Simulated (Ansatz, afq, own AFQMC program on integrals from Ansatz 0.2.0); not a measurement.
Where AFQMC and coupled cluster stand for SiH$_{2}$Cl, doublet

```
atom    x (Å)    y (Å)   z (Å)
  Cl  -1.4184   0.0227  0.0000
   H  -0.1396   0.0227  0.0000
  Si   1.7196   0.0227  0.0000
   H   2.1160  -1.4568  0.0000
```

Connectivity, by distances: Cl ··· SiH, 1 bridging H.

Basis cc-pVTZ. Only valence electrons are correlated. AFQMC by an in-house program on the Cholesky factors that Ansatz 0.2.0 writes for its CCSD(T) run. ph-AFQMC/CISD is guided by a CISD state made of CCSD amplitudes; releasing the constraint for a short imaginary time cuts its bias at the price of noise, slowly where states lie close. Error bars are statistical, one sigma.

Determinant: UHF, the one that the program's search chose, which needn't be the lowest solution. The geometry is a point of a scan.

No full CI on the walks' own integrals is used here; CCSDT(Q) serves as the reference and is uncertain by about the last step of the cluster series.

Cautions: the determinant is a saddle point among determinants of its kind.

```
T1 diagnostic                               : 0.0147
weight of the determinant in the CISD state : 0.846
⟨S²⟩ of the determinant                     : 0.781
size of the correlated space                : 13 electrons in 86 orbitals
```

```json
{"level": "MP2", "correlation energy (eV)": "-8.0656"}
{"level": "CCSD", "correlation energy (eV)": "-9.1777"}
{"level": "CCSD(T)", "correlation energy (eV)": "-9.5210"}
```

Q: Estimate where AFQMC with the constraint released lies against CCSD(T) on the same integrals.

A: 5.9 ± 0.9 kJ/mol below CCSD(T).

Reference: CCSDT(Q), correlation energy -9.572 eV. The released energy is read at 2.40 1/Eh (meV from the phaseless value at times in 1/Eh: -14 ± 4 at 0.24, -19 ± 4 at 0.51, -20 ± 5 at 0.99, -24 ± 6 at 1.62, -32 ± 10 at 2.40).

```tsv
level	E − E(reference) (kJ/mol)	share of correlation (%)
CCSD(T)	4.9	99.47
CCSDT	1.5	99.84
ph-AFQMC/CISD	2.1 ± 0.5	99.78
released AFQMC	-1.0 ± 0.9	100.11
```

A walk keeps the symmetry of its determinant, which the program's search chose and which needn't be the lowest solution, so a lower state of the same spin and another symmetry isn't excluded. Released energies are given only where the last usable release times agree within the noise; a slower fall can still hide under it.
